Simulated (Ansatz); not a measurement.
The input, for Ansatz 0.2.0:

```yaml
crystal:
  periodic: [false, false, false]
  atoms:
    - {symbol: Si, position_ang: [0.000000, 0.000000, 0.000000]}
    - {symbol: Al, position_ang: [0.000000, 0.000000, 2.416200]}
basis:
  gaussian: {orbitals: cc-pVDZ}
magnetization: {spin_polarized: false, initial_magnetization: 5}
correlation: {active_space: {window: {electrons: 5, orbitals: 9}, states: [{multiplicity: 6, weights: [0.5, 0.5, 0.5, 0.5]}], root: 0}}
scf: {lower_state_search: off}
output: {forces: true}
```

```sh
$ ansatz run in.yaml --threads 1 --pin off --events-out ev --progress --plain --max-ram 2393MiB
```

(1) Roughly how long does this take on 1 thread of Arm Neoverse N1, shared host, and how much host memory?

```
these checks for a lower state are left out or cut short: stability, starts, cluster_reference, orbital_swaps, neighbouring_geometries, increment
660 factors; integrals over basis functions are off by at most 1.1e-7 eV
mean field evaluation 1: about -14439.7094 eV, gradient 7.1e0 eV
mean field evaluation 2: about -14439.8283 eV, gradient 7.2e0 eV
mean field evaluation 4: about -14440.7863 eV, gradient 7.8e-1 eV
mean field evaluation 8: about -14440.8238 eV, gradient 2.1e-1 eV
mean field evaluation 16: about -14440.8281 eV, gradient 2.5e-6 eV
mean field -14440.82805704 eV, -530.6906427513 hartree, gradient 2.8e-6 eV, S^2 8.750000; 0 other end points of the search recorded, 0 dependent functions left out
reference -14440.82805704 eV, -530.6906427513 hartree; 16, 11 occupied and 20, 25 virtual orbitals, 660 factors
state -14440.96215396 eV, -530.6955707222 hartree
state -14440.95845421 eV, -530.6954347589 hartree
state -14437.99464862 eV, -530.5865169123 hartree
state -14437.87528590 eV, -530.5821304135 hartree
the calculation of the forces begins
Total energy: -14440.96215396 eV, -530.6955707222 hartree
Atom 0 at     0.000000     0.000000     0.000000 Å, force    -0.000000    -0.000000     0.025509 eV/Å
Atom 1 at     0.000000     0.000000     2.416200 Å, force     0.000000     0.000000    -0.025509 eV/Å
Dipole moment:    -0.000000    -0.000000     0.072624 e Å
Checks for a lower state left out: stability, starts, cluster_reference, orbital_swaps, neighbouring_geometries, increment
```

Forces (eV/Å):
```
Si   0.000  0.000  0.026
Al   0.000  0.000 -0.026
```

Results:

(1) 4.2 s wall and 0.1 GiB.
